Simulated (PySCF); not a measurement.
Stick spectrum of a doublet radical in fast tumbling, microwave frequency 33.84 GHz, simulated to first order from computed parameters.

Lines, field (mT) (relative intensity): 1150.23 (1), 1188.88 (1), 1227.53 (1), 1266.18 (1)

(1) Find the g value from the centre of the pattern.

(2) Which couplings and how many nuclei make this pattern?

(3) The radical has the formula BO. Propose a structure, and say which nuclei carry the couplings.

## Answers

(1) The pattern is symmetric about 1208.21 mT, so g = hν/(μB·B0) = 33840/(13.99624 × 1208.21) = 2.0011, a shift of -1.2 × 10⁻³ from the free-electron value.

(2) The first two lines at either end are about 38.65 mT apart, which is the smallest coupling, and their intensity ratio 1:1 counts the nuclei that share it. In full: a 1:1:1:1 quartet of 38.65 mT (1083 MHz), from 1 nucleus of spin 3/2. Check: Σ 2nI·a is the distance from the first to the last line, 115.95 mT.

(3) `[B]=O` [radical], numbered [B:1]=[O:2]. 38.65 mT: 11B at B1 (largest spin population; computed sign +). The largest Mulliken spin population is on B1 (+1.03).

Method: PySCF, UKS B3LYP, IGLO-III on B O, non-relativistic, mean-field spin-orbit, GIAO. Geometry: PBE0-D3(BJ)/def2-SVP; no solvent, vibrations or thermal averaging.

Main isotope only: 11B (natural samples also hold 20 % 10B, magnetic too, which adds its own pattern).

First-order positions only. To second order lines move to lower field by a²/(2B0)·[J(J+1) − M²], with J the total spin of the equivalent nuclei and M its projection: up to 2.16 mT for the 38.65 mT coupling at this field.

For comparison, experiment gives in magnitude: 11B B1 1033.0 MHz (computed 1082.6); 17O O2 19.0 MHz (computed 11.9); 11B B1 1027.0 MHz (computed 1082.6); 17O O2 19.0 MHz (computed 11.9) (Ne matrix; Aldegunde, Hutson, Hyperfine structure of 2Sigma molecules containing alkaline-earth atoms, arXiv:1711.09467; gas; Tran Nguyen Lan, Studies on molecular magnetic properties using ab initio quantum chemical methods, thesis, SOKENDAI 2014; Tran, Improving perturbation theory for open-shell molecules via self-consistency, arXiv:2107.11260 (experimental column from Kossmann, Neese)). The computed 17O O2 coupling is 37 % too small in magnitude.

Rare isotopes and splittings under 0.04 mT were left out of the simulation.

The run took 2.4 s of wall time on an Arm Neoverse V1 with one thread, no GPU (shared host).
